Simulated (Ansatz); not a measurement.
**C5H4O: state-averaged CASSCF**

Computed with Ansatz's Gaussian-basis code (development build). State-averaged CASSCF with equal weights; occupations are averaged over the states; levels count from the state that is lowest in CASSCF. CASSCF levels without dynamic correlation can be off by over 1 eV. Solutions may break the symmetry of the shape. The lowest solution met needn't be the lowest there is, nor hold the orbitals that a chemist would pick.

Geometry:

```xyz
10

C     0.0167    0.0109    0.8159
C    -0.0120    1.1851   -0.0844
C    -0.0067    0.7655   -1.3483
C    -0.0077   -0.7354   -1.3376
C    -0.0195   -1.1969   -0.0871
O     0.0063   -0.0178    2.0478
H    -0.0025    2.2213    0.2922
H    -0.0025    1.3649   -2.2578
H    -0.0094   -1.3453   -2.2389
H     0.0144   -2.2354    0.2681
```

Basis cc-pVTZ, nonrelativistic, 6 orbitals frozen in the corrections; active space CAS(6,6). Averaged: 3 triplets.

**Question.** Give the levels in order.

**Answer.** 

| state | CASSCF (eV) |
| --- | --- |
| triplet | 0.000 |
| triplet | 0.360 |
| triplet | 1.758 |

Occupations: 1.65, 1.64, 1.61, 0.96, 0.12, 0.01.

Same geometry.

Basis cc-pVTZ, nonrelativistic, 6 orbitals frozen in the corrections; active space CAS(6,6). Averaged: 1 triplet, 1 quintet.

**Question.** Give the levels in order, with their spins.

**Answer.** 

```json
{"state": "triplet", "CASSCF (eV)": "0.000"}
{"state": "quintet", "CASSCF (eV)": "6.078"}
```

Occupations: 1.92, 1.45, 1.03, 0.97, 0.55, 0.08.

Same geometry.

Basis cc-pVTZ, nonrelativistic, 6 orbitals frozen in the corrections; active space CAS(8,7). Averaged: 3 triplets.

**Question.** Give the levels in order.

**Answer.** 

```json
{"state": "triplet", "CASSCF (eV)": "0.000"}
{"state": "triplet", "CASSCF (eV)": "0.396"}
{"state": "triplet", "CASSCF (eV)": "1.260"}
```

Occupations: 1.93, 1.67, 1.63, 1.59, 0.95, 0.12, 0.12.
